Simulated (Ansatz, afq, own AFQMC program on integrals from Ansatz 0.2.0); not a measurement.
# Where AFQMC and coupled cluster stand for SiN, doublet

```xyz
2

Si    0.0000    0.0000    0.0000
N     0.0000    0.0000    5.2930
```

Basis 6-31G. Noble-gas cores (and the filled d shells of Ga–Kr and In–Xe) are frozen. Ansatz 0.2.0 and our own AFQMC program on the same integrals; the CISD trial comes from CCSD amplitudes, and released means the phaseless constraint is let go. Uncertainties: one standard error, sampling alone.

Determinant: UHF, the one that the program's search chose, which needn't be the lowest solution. The geometry is a point of a scan.

Full CI on the same integrals is exact in this basis and with this determinant's frozen core.

Cautions: unrestricted determinant spin contaminated (⟨S²⟩ 2.75 against 0.75); the next higher spin lies close (within 5 meV by full CI).

The T1 diagnostic is 0.0047. The weight of the determinant in the CISD state is 0.959 and the ⟨S²⟩ of the determinant is 2.754. The size of the correlated space is 9 electrons in 16 orbitals.

| level | correlation energy (eV) |
| --- | --- |
| MP2 | -1.1254 |
| CCSD | -1.5609 |
| CCSD(T) | -1.5686 |

(1) Estimate where AFQMC with the constraint released lies against CCSD(T) on the same integrals.

(1) 0.3 ± 0.03 kJ/mol below CCSD(T).

Reference: full CI, correlation energy -1.571 eV. The released energy is read at 1.62 1/Eh, later times being too noisy (meV from the phaseless value at times in 1/Eh: -0.1 ± 0.6 at 0.24, 0.0 ± 0.4 at 0.51, -1.6 ± 0.7 at 0.99, -0.8 ± 0.3 at 1.62, -4 ± 3 at 2.40). The cautions show a poor starting determinant, so the rows tell how each method copes with it here, and full CI is the sure value.

| level | E − E(reference) (kJ/mol) | share of correlation (%) |
| --- | --- | --- |
| CCSD(T) | 0.3 | 99.82 |
| CCSDT | 0.0 | 99.98 |
| CCSDT(Q) | 0.0 | 99.99 |
| CCSDTQ | 0.0 | 100.00 |
| ph-AFQMC/CISD | 0.1 ± 0.05 | 99.97 |
| released AFQMC | 0.0 ± 0.03 | 100.02 |

CCSDT and higher add their correlation energy to the determinant of the CCSD(T) run, since their own runs factorise the integrals more tightly (a shift of under 2 meV). A walk keeps the symmetry of its determinant, which the program's search chose and which needn't be the lowest solution, so a lower state of the same spin and another symmetry isn't excluded. Released energies are given only where the last usable release times agree within the noise; a slower fall can still hide under it.
